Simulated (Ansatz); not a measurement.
Ansatz (an electronic-structure program) input (B3LYP/jun-cc-pV(T+d)Z): A basis named .json is the Basis Set Exchange file of that set (core-valence sets with the plain set on hydrogen).

Ansatz 0.2 input:
```yaml
crystal:
  periodic: [false, false, false]
  atoms:
    - {symbol: O, position_ang: [-0.00000000, -0.00000000, -0.10852476]}
    - {symbol: H, position_ang: [0.00000000, 0.00000000, 0.86819804]}
basis:
  gaussian:
    orbitals: jun-cc-pV_T+d_Z.json
hamiltonian:
  xc: {name: B3LYP}
magnetization: {spin_polarized: true, initial_magnetization: 1}
```

Output:

```
Functional definition: B3LYP
integrals: 0.00 GiB planned
268 factors; their error is unknown
mean field: 0.10 GiB planned
mean field evaluation 1: about -2060.3927 eV, gradient 2.1e1 eV
mean field evaluation 2: about -2059.0920 eV, gradient 2.8e1 eV
mean field evaluation 4: about -2061.7651 eV, gradient 8.0e-2 eV
mean field evaluation 8: about -2061.7632 eV, gradient 4.8e-4 eV
mean field -2061.76323194 eV, -75.7684012605 hartree, gradient 1.9e-5 eV, S^2 0.752583; 0 other end points of the search recorded, 0 dependent functions left out
reference -2061.76340955 eV, -75.7684077874 hartree; 5, 4 occupied and 48, 49 virtual orbitals, 268 factors
Total energy: -2061.76340955 eV, -75.7684077874 hartree
```
